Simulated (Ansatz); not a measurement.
Input file:

```yaml
crystal:
  periodic: [false, false, false]
  atoms:
    - {symbol: Sn, position_ang: [0.000000, 0.000000, 0.000000]}
    - {symbol: H, position_ang: [0.000000, 0.000000, 6.210000]}
basis:
  gaussian: {orbitals: def2-SVPD}
total_charge: -1
magnetization: {spin_polarized: true, initial_magnetization: 2}
hamiltonian: {xc: {name: B2PLYP}}
correlation: {electrons: outside_noble_gas}
```

```sh
$ ansatz run in.yaml --threads 1 --pin off --events-out ev --progress --plain --max-ram 2393MiB
```

Output:

```
505 factors; integrals over basis functions are off by at most 2.6e-4 eV
mean field evaluation 1: about -5833.9756 eV, gradient 1.0e1 eV
mean field evaluation 2: about -5833.9766 eV, gradient 1.0e1 eV
mean field evaluation 4: about -5834.5686 eV, gradient 6.4e0 eV
mean field evaluation 8: about -5836.1412 eV, gradient 5.2e0 eV
mean field evaluation 16: about -5836.5120 eV, gradient 1.4e-1 eV
mean field evaluation 32: about -5836.4145 eV, gradient 4.1e0 eV
mean field evaluation 64: about -5836.1126 eV, gradient 9.5e-2 eV
mean field evaluation 96: about -5836.0208 eV, gradient 2.4e-6 eV
mean field evaluation 128: about -5836.1421 eV, gradient 1.1e-2 eV
mean field evaluation 160: about -5836.5035 eV, gradient 4.9e-1 eV
mean field evaluation 192: about -5835.5472 eV, gradient 9.3e-2 eV
mean field evaluation 224: about -5817.3297 eV, gradient 5.1e0 eV
mean field -5836.51226070 eV, -214.4878694507 hartree, gradient 1.6e-6 eV, S^2 2.872093; 17 other end points of the search recorded, 0 dependent functions left out
9 core orbitals not correlated: weight in the atoms' cores, before any rotation towards them, 1.000 or more for the frozen orbitals, at most 0.000 for the correlated occupied ones
reference -5836.51240495 eV, -214.4878747518 hartree; 4, 2 occupied and 27, 29 virtual orbitals, 505 factors
second order -1.77846358 eV of doubles, -0.00000000 eV of singles
Total energy: -5836.99259012 eV, -214.5055212312 hartree
```

Ran on 1 thread of AMD EPYC, shared host: 21 s wall, 0.15 GiB peak host memory.
